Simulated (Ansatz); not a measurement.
Active spaces for BH3, singlet

Computed with Ansatz's Gaussian-basis code (development build). Basis cc-pVTZ, nonrelativistic, 1 orbital frozen in the corrections. State-specific CASSCF; RHF is the lowest restricted (open-shell) Hartree–Fock solution met. Letters tell apart solutions met in one space. No symmetry is imposed, so a solution can break that of the shape. No proof that the lowest CASSCF solution was found.

Geometry:

```csv
atom,x (Å),y (Å),z (Å)
B,0.0000,0.0000,0.0000
H,1.1900,0.0000,0.0000
H,-0.5950,1.0306,0.0000
H,-0.5950,-1.0306,0.0000
```

CASSCF less RHF, in eV, and natural occupations:

| CAS | CASSCF | occupations |
| --- | --- | --- |
| (4,5) a | -0.976 | 1.98, 1.97, 0.02, 0.01, 0.01 |
| (4,5) b | -0.906 | 1.98, 1.98, 0.02, 0.02, 0.01 |
| (4,5) c | -0.754 | 2.00, 1.97, 0.01, 0.01, 0.01 |

(1) What totals less RHF do the corrections give on each solution?

(2) In CAS(4,5), is the solution lowest in CASSCF also lowest after SC-NEVPT2?

(3) Roughly how much CPU time does a whole run from the default start take (median of such runs, summed over threads; nearly all runs on one pinned thread of a shared server, mostly Xeon at 2.3 to 2.6 GHz, by a development driver)?

Results:

(1) 

| CAS | SC-NEVPT2 |
| --- | --- |
| (4,5) a | -3.058 |
| (4,5) b | -3.106 |
| (4,5) c | -3.077 |

(2) No: (4,5) b is lowest after SC-NEVPT2, 0.05 eV under (4,5) a, which leads in CASSCF.

(3) CAS(4,5) a: about 4.2 s. Other jobs ran beside these, and the count of passes differs.
